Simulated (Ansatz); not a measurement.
# GeH2, triplet along the distance Ge1-H2

Starting geometry (PBE0/def2-TZVP stationary point for this spin, not checked as a minimum):

| atom | x (Å) | y (Å) | z (Å) |
| --- | --- | --- | --- |
| Ge | 0.0000 | -0.0208 | 0.0000 |
| H | 0.0000 | 0.7490 | -1.3344 |
| H | 0.0000 | 0.7490 | 1.3344 |

From there H2 moves along the line of the two atoms named below, all else staying in place; atoms are numbered as listed. Energies are in kJ/mol, counted from the starting geometry at the same level. Kohn–Sham curves are unrestricted where that lies lower.

Basis cc-pVDZ; Ansatz 0.2.0. Correlated methods freeze the noble-gas cores and the filled d shells of p-block atoms. No spin–orbit coupling is included, and no scalar relativity.

A value is left out where its run failed or describes another state than the reference as far as symmetry and spin tell, or, spin-broken singlets apart, can't be checked.

In so small a basis the reference is far from its limit while semilocal and hybrid functionals are nearer theirs (RPA and double hybrids share much of the reference's basis error), so the functionals' errors here hold much of the reference's basis and frozen-core error, which can add to them or hide them.

Full CI is exact within this basis and frozen core; it isn't the basis-set limit.

| distance Ge1-H2 (Å) | full CI | PBE | r2SCAN | PBE0 | B3LYP | r2SCANh | BHLYP | wB97M-V | B2PLYP | RPA-PBE |
| --- | --- | --- | --- | --- | --- | --- | --- | --- | --- | --- |
| 1.235 | 126.5 | 126.5 | 117.8 | 121.4 | 123.3 | 117.0 | 118.5 | 118.5 | 122.1 | 130.3 |
| 1.397 | 22.4 | 24.2 | 20.0 | 21.2 | 22.6 | 19.4 | 19.6 | 20.0 | 21.3 | 24.4 |
| 1.540 | 0.0 | 0.0 | 0.0 | 0.0 | 0.0 | 0.0 | 0.0 | 0.0 | 0.0 | 0.0 |
| 1.706 | 15.3 | 11.6 | 16.4 | 15.8 | 13.3 | 17.3 | 17.5 | 17.0 | 15.8 | 13.1 |
| 1.909 | 59.8 | 51.1 | 61.4 | 61.0 | 54.2 | 63.6 | 64.0 | 63.5 | 60.9 | 55.4 |
| 2.110 | 109.2 | 96.9 | 111.0 | 111.6 | 99.7 | 114.0 | 112.9 | 115.1 | 111.0 | 103.6 |
| 2.455 | 172.0 | 159.9 | 172.6 | 174.3 | 156.9 | 174.8 | 167.6 | 176.1 | 168.8 | 167.8 |
| 2.903 | 197.2 | 192.9 | 208.8 | 201.3 | 185.6 | 209.7 | 191.2 | 199.3 | 190.9 | 188.6 |
| 3.414 | 199.9 | 200.2 | 221.2 | 206.8 | 193.0 | 221.5 | 196.7 | 202.9 | 195.3 | 185.3 |
| 4.120 | 200.0 | 202.3 | 224.9 | 208.2 | 194.9 | 225.0 | 198.2 | 203.0 | 196.3 | 182.7 |
| 5.357 | 200.1 | – | 225.9 | – | 195.2 | 226.0 | 198.5 | – | 196.5 | – |
